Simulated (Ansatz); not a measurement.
Reaction (SMILES): BN (BH2-NH2) → [BH2] (BH2) + [NH2] (NH2)
B3LYP-D3(BJ)/def2-TZVP geometries, fixed; electronic energies without zero-point terms.
Largest species:
```
B
N 1 1.3876
H 2 1.0069 1 123.31
H 2 1.0069 3 113.37 1 180.00
H 1 1.1928 2 119.04 3 0.00
H 1 1.1928 5 121.92 2 180.00
```
Charge 0, spin multiplicity 1.

Effect of the final integration grid (spheres per factor e of radius in core and valence, angular degree) at PBE/def2-TZVPP with Ansatz (a quantum-chemistry and plane-wave program), against the last row, where the bond dissociation energy is 149.15 kcal/mol. Open shells are unrestricted. The default's grid is 13, 11, 36.

```json
[
 {"setting": "accuracy: medium (default)", "largest shift of a total energy (mEh)": "0.000", "shift of the bond dissociation energy (kcal/mol)": "0.000"},
 {"setting": "final_grid: 4, 3, 11", "largest shift of a total energy (mEh)": "0.898", "shift of the bond dissociation energy (kcal/mol)": "0.339"},
 {"setting": "final_grid: 6, 5, 17", "largest shift of a total energy (mEh)": "0.142", "shift of the bond dissociation energy (kcal/mol)": "-0.088"},
 {"setting": "final_grid: 8, 7, 23", "largest shift of a total energy (mEh)": "0.008", "shift of the bond dissociation energy (kcal/mol)": "-0.006"},
 {"setting": "final_grid: 10, 9, 29", "largest shift of a total energy (mEh)": "-0.001", "shift of the bond dissociation energy (kcal/mol)": "0.001"},
 {"setting": "final_grid: 18, 15, 47", "largest shift of a total energy (mEh)": "0.000", "shift of the bond dissociation energy (kcal/mol)": "0.000"},
 {"setting": "final_grid: 26, 22, 59", "largest shift of a total energy (mEh)": "0.000", "shift of the bond dissociation energy (kcal/mol)": "0.000"}
]
```

Within 0.02 kcal/mol in the bond dissociation energy: accuracy: medium (default); final_grid: 8, 7, 23; final_grid: 10, 9, 29; final_grid: 18, 15, 47. The largest shift is 0.898 mEh in a total energy and 0.339 kcal/mol in the difference.
